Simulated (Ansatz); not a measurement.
Reaction (SMILES): OO (H2O2) → [O]O (O-OH) + H atom
B3LYP-D3(BJ)/def2-TZVP geometries, fixed; electronic energies without zero-point terms.
Largest species:
```xyz
4

O      0.0155     0.7238    -0.0702
O     -0.0112    -0.7261    -0.0419
H      0.8057     0.8967     0.4614
H     -0.8394    -0.8786     0.4355
```

Basis-set convergence of the bond dissociation energy at PBE0 with Ansatz (a first-principles code). Cartesian d functions, on some or all atoms, in 6-31G*, 6-31+G*; all else is spherical. The program fits the integrals of some runs and decomposes those of others, by size. Open shells are unrestricted. No added dispersion term, no relativity. Functions are those of the species that has most. Reference: the value in aug-pcseg-3, 87.22 kcal/mol, itself unsure by roughly 0.06 kcal/mol (its mean distance from aug-cc-pVQZ, cc-pV5Z, def2-QZVPPD). Deviations are taken from unrounded values.

```
basis              functions  bond dissociation energy (kcal/mol)  minus reference (kcal/mol)
-----------------  ---------  -----------------------------------  --------------------------
STO-3G                    12                                85.42                       -1.80
pcseg-0                   22                                84.53                       -2.69
def2-SV(P)                32                                78.22                       -9.00
6-31G*                    34                                82.20                       -5.02
cc-pVDZ                   38                                83.10                       -4.12
pcseg-1                   38                                85.27                       -1.95
6-31+G*                   42                                83.97                       -3.25
def2-SVPD                 62                                87.54                        0.32
aug-cc-pVDZ               64                                86.34                       -0.88
6-311++G(2d,2p)           74                                87.43                        0.21
def2-TZVP                 74                                85.86                       -1.36
def2-TZVPP                90                                86.87                       -0.35
def2-TZVPD                98                                86.45                       -0.77
6-311++G(3df,3pd)        114                                87.36                        0.14
cc-pVQZ                  170                                86.96                       -0.26
pcseg-3                  186                                87.24                        0.02
def2-QZVPPD              198                                87.17                       -0.05
aug-pcseg-3              268                                87.22                        0.00
```
